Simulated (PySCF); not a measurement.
Geometries of 2 isomers of C3H5Cl, from PBE0-D3(BJ)/def2-SVP geometry optimisation, gas phase (PySCF 2.14.0). One conformer each, no zero-point energy, no frequencies.

Task: Which is lower in electronic energy at this level?
A.
```xyz
9
angstrom
Cl     2.155   -0.166   -0.706
C      0.732   -0.092    0.327
C     -0.548   -0.695   -0.148
C     -0.403    0.800   -0.053
H      1.004   -0.185    1.381
H     -1.169   -1.217    0.586
H     -0.546   -1.140   -1.145
H     -0.921    1.336    0.747
H     -0.303    1.357   -0.988
```
B.
```xyz
9
angstrom
C     -1.125    0.051   -0.261
C      0.250   -0.507   -0.145
C      1.322    0.097    0.371
Cl     1.314    1.700    1.022
H     -1.182    1.069    0.146
H     -1.850   -0.582    0.276
H     -1.449    0.077   -1.315
H      0.419   -1.524   -0.517
H      2.302   -0.380    0.423
```

Result: B. That is `C/C=C\Cl` (1-chloro-1-propene(Z)), 5.7 kcal/mol below the other.

```json
{"SMILES": "C/C=C\\Cl", "atoms numbered as above": "[CH3:1]/[CH:2]=[CH:3]\\[Cl:4]", "E (Eh)": "-576.98574", "relative (kcal/mol)": "0.0", "relative (kJ/mol)": "0.0", "dipole (D)": "1.52"}
{"SMILES": "ClC1CC1", "atoms numbered as above": "[Cl:1][CH:2]1[CH2:3][CH2:4]1", "E (Eh)": "-576.97668", "relative (kcal/mol)": "5.7", "relative (kJ/mol)": "23.8", "dipole (D)": "1.78"}
```

As drawn, the lower has a C=C bond outside aromatic rings, which the higher lacks; the higher has a three-membered ring, which the lower lacks.
